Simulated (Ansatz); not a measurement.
Saddle point of CH6FSi, doublet (CH₅FSi ([CH3][SiH2][F]) + H → CH₅Si ([CH3][SiH2]) + HF; bonds formed: F1–H4; bonds broken: F1–Si2), PBE0-D4/def2-TZVP structure:

```
atom    x (Å)    y (Å)    z (Å)
  F1  -1.0398  -0.3251   1.5711
 Si2  -0.3380  -0.7119  -0.2380
  C3   0.7860   0.7308  -0.5893
  H4  -1.3532   0.0100   2.5806
  H5  -1.4924  -0.7897  -1.1663
  H6   0.3805  -2.0084  -0.1785
  H7   0.2265   1.6679  -0.5593
  H8   1.2482   0.6406  -1.5763
  H9   1.5822   0.7859   0.1560
```

Energies are electronic, without zero-point energy. Barriers and step energies count from the start structure reached by relaxing down the imaginary mode; all methods use the PBE0-D4 structures, on which another method's saddle can fall below an end. Computed with Ansatz 0.2.0 (basis: def2-TZVPP, with def2-QZVPP for the basis limit); correlated methods freeze the cores; orbitals are unrestricted. B3LYP uses VWN-RPA correlation. Extrapolation: Hartree–Fock as exp(−7.88 √X), correlation as X^−2.97.

```tsv
method	barrier (kJ/mol)	step energy (kJ/mol)
SPW92	?	30.9
PBE-D4	132.9	34.1
BLYP-D4	132.2	37.0
r2SCAN-D4	156.7	43.9
B97M-V	?	60.5
PBE0-D4	165.5	42.3
B3LYP-D4	157.0	43.1
r2SCAN0-D4	176.2	45.7
BHLYP-D4	196.0	57.1
CAM-B3LYP-D4	176.6	53.3
wB97X-V	?	60.9
wB97M-V	180.9	63.2
B2PLYP	181.6	54.4
PBE-QIDH	202.6	56.9
RPA on PBE	187.0	51.3
HF	287.4	90.6
MP2	217.7	68.6
CCSD	210.5	53.7
CCSD(T)	202.5	53.6
```

(1) Fill in the withheld barriers. (To be estimated.)

The T1 diagnostic stays at or below 0.024. ⟨S²⟩ of the unrestricted Hartree–Fock references: 0.75 to 0.77 (a pure state has 0.75).

Results:

(1) The calculation gives: B97M-V 167.8; SPW92 106.8; wB97X-V 197.9 kJ/mol. Each is the energy of the saddle less that of the start structure, by the same method.

For comparison, the barrier by CCSD(T) at an estimated basis limit (MP2 extrapolated from triple and quadruple zeta, plus CCSD(T) − MP2 in triple zeta) is 198.1 kJ/mol.

Radical steps of this kind take place in plasma deposition and etching.

Labels in which every atom is bracketed show which atoms are joined, not bond orders.

For scale, one of the runs: CCSD(T)/def2-TZVPP, 188 basis functions (an equivalent command: `ansatz run in.yaml --threads 4`). The run took 100 s on 4 CPU threads (shared host), with 5 GiB of host memory at its peak.
